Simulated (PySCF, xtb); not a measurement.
propane (C₃H₈), SMILES CCC.

xtb 6.7.1 with GFN2-xTB at its own geometry gives an orbital gap of 14.59 eV and a dipole moment of 0.02 D.

Coordinates come from a B3LYP-D3(BJ)/def2-SVP optimisation.

Question: What does PBE/def2-TZVPD (PySCF) give? (An estimate is asked for; the answer gives what the named calculation found.)

Answer: gap 7.55 eV (levels -7.69 and -0.15 eV), dipole 0.10 D.
